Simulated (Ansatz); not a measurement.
# CH2SSi: two geometries relaxed

Program: Ansatz 0.2.0. Level of theory: RKS CAM-B3LYP/cc-pVDZ. These are calculated values, not measurements.

### 1 The system as given

Bond lengths: C1–Si2 1.748 Å, Si2–S3 1.981 Å, C1–H4 1.079 Å, C1–H5 1.079 Å. Angles: C1–Si2–S3 175.4°, Si2–C1–H4 120.6°, Si2–C1–H5 120.7°, H4–C1–H5 115.5°.

Coordinates:

```xyz
5

C    -0.4374    0.5618   -0.5089
Si    0.4958   -0.5498    0.4656
S     1.6777   -1.7797    1.4733
H    -0.6129    1.5722   -0.1728
H    -1.1231    0.1955   -1.2572
```

### 2 End point A

Contents of input.yaml:

```yaml
crystal:
  periodic: [false, false, false]
  atoms:
    - { symbol: C, position_ang: [-0.43738, 0.56184, -0.50887] }
    - { symbol: Si, position_ang: [0.49575, -0.54984, 0.46561] }
    - { symbol: S, position_ang: [1.67769, -1.77975, 1.47331] }
    - { symbol: H, position_ang: [-0.61295, 1.57224, -0.17284] }
    - { symbol: H, position_ang: [-1.12311, 0.19551, -1.25721] }
basis:
  gaussian: { orbitals: cc-pVDZ }
hamiltonian:
  xc: cam_b3lyp
relax:
  f_tol: 0.02
  max_steps: 50
output:
  orbitals: {}
```

Command:

```
$ ansatz run input.yaml --threads 1 --pin off --max-ram 2048MiB --backend cpu --events-out ev --progress --plain --runs-dir out
```

**Question.** How long does this run take on 1 thread of an x86-64 CPU, shared host, and how much memory does it need?

About 18 s, with a peak of 0.14 GiB.
